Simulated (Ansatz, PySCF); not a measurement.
System: silicon monoxide, SiO, charge 0, multiplicity 1. SMILES: O=[Si]
Geometry: optimised at B3LYP-D3(BJ)/def2-TZVP (Ansatz, a quantum-chemistry and plane-wave program).

Wanted: atomisation energy (electronic, to ground-state atoms); the coupled-cluster value holds the core correlation from cc-pwCVTZ, in kcal/mol. Correlated levels leave the core frozen unless marked. Open shells are spin-unrestricted. No spin-orbit coupling. No relativistic terms. CBS marks a two-point X^-3 extrapolation of the correlation energy; Hartree-Fock from the larger set (for Q and 5 zeta extrapolated as (X+1)exp(-9√X)).

Level to compare with: CCSD(T)/CBS(cc-pV(Q+d)Z,cc-pV(5+d)Z) plus the core term (Ansatz), 192.6 kcal/mol. It is a level with limits of its own, and the differences hold the functionals' basis error too.

Question: Rank these functionals by how close they come to CCSD(T)/CBS(cc-pV(Q+d)Z,cc-pV(5+d)Z), closest first: MN15/def2-TZVPD (PySCF); B3LYP/def2-TZVPD (Ansatz); M06-L/def2-TZVPD (PySCF).

Answer: MN15/def2-TZVPD (hybrid meta-NGA, 194.3 kcal/mol, difference 1.7), M06-L/def2-TZVPD (meta-GGA, 188.5 kcal/mol, difference -4.1), B3LYP/def2-TZVPD (global hybrid, 187.4 kcal/mol, difference -5.2)
